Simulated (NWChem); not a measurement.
# SiH2F (SMILES F[SiH2]) at URPBE/6-311+G(d,p) (esp resp)

Aim: the vertical electron affinity of SiH2F at URPBE/6-311+G** (esp resp), from 2 runs. 

The results are computed with NWChem 7.3.0.

5 further runs of the same task are left out: 3 that didn't finish, 2 set aside as unsound or not needed.

### Step 1. The system as given

SiH2F: 4 atoms, total charge 0, spin state doublet. SMILES: `F[SiH2]`. The coordinates come from a GFN2-xTB relaxation.

Bond lengths: F1–Si2 1.621 Å, Si2–H3 1.448 Å, Si2–H4 1.448 Å. Angles: F1–Si2–H3 104.7°, F1–Si2–H4 104.7°, H3–Si2–H4 120.2°.

### Step 2. A single-point energy at URPBE/6-311+G(d,p) (esp resp)

fh2si.nw reads:

```
start fh2si
title "FH2Si energy"
memory stack 880 mb heap 220 mb global 1100 mb
charge 0

geometry units angstrom noautosym nocenter noautoz
F     1.205590    0.647540   -0.425510
Si   -0.122150   -0.264920   -0.246870
H    -1.219930    0.678520   -0.261640
H     0.136490   -1.061140    0.934020
end

basis spherical bse
* library 6-311+G**
end

dft
xc rpbe cpbe96
mult 2
grid medium
convergence energy 1e-05
iterations 100
mulliken
print low
end

esp
restrain
recalculate
end

task dft
task esp
```

The run is started by

```sh
$ nwchem fh2si.nw > fh2si.out
```

The program printed:

```text
[...]
 d= 0,ls=0.0,diis     1   -390.4579226787 -4.46D+02  9.19D-03  2.50D-01     0.6
[...]
 d= 0,ls=0.0,diis     8   -390.5233909049  1.10D-08  4.11D-06  2.04D-07     3.5
[...]
         Total DFT energy =     -390.523390904906
      One electron energy =     -652.021837011496
           Coulomb energy =      238.104992317545
    Exchange-Corr. energy =      -32.106007503742
 Nuclear repulsion energy =       55.499461292787
[...]
      Total Density - Mulliken Population Analysis
     ---------------------------------------------
    Atom       Charge   Shell Charges
 -----------   ------   -------------------------------------------------------
    1 F    9     9.27   1.08  0.91  1.17  1.09  2.36  0.91  1.76 -0.11  0.09  0.00
    2 Si  14    13.56   0.79  1.18  0.95  1.03  0.86  0.60  1.97  3.90  0.63  1.18  0.22  0.03  0.04  0.19
    3 H    1     1.08   0.26  0.58  0.24  0.01
    4 H    1     1.08   0.26  0.58  0.24  0.01
[...]
      <S2> =      0.7515 (Exact =     0.7500)
[...]
 Dipole moment                                  0.694762    0.693635    0.693635
 Quadrupole moment Qxx                         -0.053776   -0.049970   -0.049970
                   Qyy                          0.015571    0.013077    0.013077
                   Qzz                          0.038205    0.036893    0.036893
[...]
```

It took 4.5 s on 1 thread of Intel Xeon Platinum 8488C (Sapphire Rapids), shared host; peak memory 0.19 GiB.

### Step 3. The singlet anion

work.nw reads:

```
start work
memory 2200 mb
charge -1
geometry units angstrom noautosym nocenter noautoz
 F        1.205590       0.647540      -0.425510
 Si      -0.122150      -0.264920      -0.246870
 H       -1.219930       0.678520      -0.261640
 H        0.136490      -1.061140       0.934020
end
basis spherical bse
 F library 6-311+G**
 Si library 6-311+G**
 H library 6-311+G**
end
dft
 xc rpbe cpbe96
 grid medium
 convergence energy 1e-05
 iterations 150
 mulliken
 print medium
end
esp
 restrain
 recalculate
end
task dft energy
task esp
```

The run is started by

```sh
$ nwchem work.nw > work.out
```

The program printed:

```text
[...]
          Wavefunction type:  closed shell.
          No. of atoms     :     4
          No. of electrons :    26
[...]
          Charge           :    -1
          Spin multiplicity:     1
[...]
          AO basis - number of functions:    64
[...]
              XC Information
              --------------
                          RPBE Exchange Functional  1.000
            Perdew 1991 LDA Correlation Functional  1.000 local
           PerdewBurkeErnz. Correlation Functional  1.000 non-local
[...]
 d= 0,ls=0.0,diis     1   -390.3095135276 -4.46D+02  5.12D-02  5.24D+00     0.5
[...]
 d= 0,ls=0.0,diis    10   -390.5495628293 -1.60D-08  2.96D-06  1.25D-08     3.1
         Total DFT energy =     -390.549562829253
      One electron energy =     -657.927087648541
           Coulomb energy =      244.173161720492
    Exchange-Corr. energy =      -32.295098193991
 Nuclear repulsion energy =       55.499461292787
[...]
      Total Density - Mulliken Population Analysis
     ---------------------------------------------
    Atom       Charge   Shell Charges
 -----------   ------   -------------------------------------------------------
    1 F    9     9.33   1.08  0.91  1.18  1.08  2.37  0.91  1.79 -0.10  0.10  0.00
    2 Si  14    14.31   0.79  1.18  0.95  1.03  0.83  0.66  1.97  3.90  0.63  1.26  0.28  0.10  0.55  0.17
    3 H    1     1.18   0.26  0.58  0.33  0.01
    4 H    1     1.18   0.26  0.58  0.33  0.01
[...]
 Dipole moment                                  0.678271    0.675177    0.675177
 Quadrupole moment Qxx                         -1.037217   -1.041327   -1.041327
                   Qyy                          0.389124    0.388153    0.388153
                   Qzz                          0.648092    0.653174    0.653174
[...]
```

Wall time 4.2 s (1 thread of Intel Xeon Platinum 8488C (Sapphire Rapids), shared host); peak memory 0.19 GiB.

### Step 4. Outcome

At URPBE/6-311+G** (esp resp):

```
                                                            quantity          value
                                         doublet SiH2F: total energy  -390.52339 Eh
                                                 doublet SiH2F: ⟨S²⟩          0.751
                                         singlet anion: total energy  -390.54956 Eh
                                          singlet anion: HOMO energy        1.91 eV
                                          singlet anion: LUMO energy        3.59 eV
singlet anion: HOMO–LUMO gap (to an unbound level, set by the basis)        1.69 eV
                   vertical electron affinity (to the singlet anion)       0.712 eV
```

At fixed nuclei the extra electron is bound by 0.71 eV (68.7 kJ/mol). The HOMO (singlet anion) lies at positive energy, 1.91 eV, as semi-local functionals often give for anions; only total energies tell whether the electron is bound.
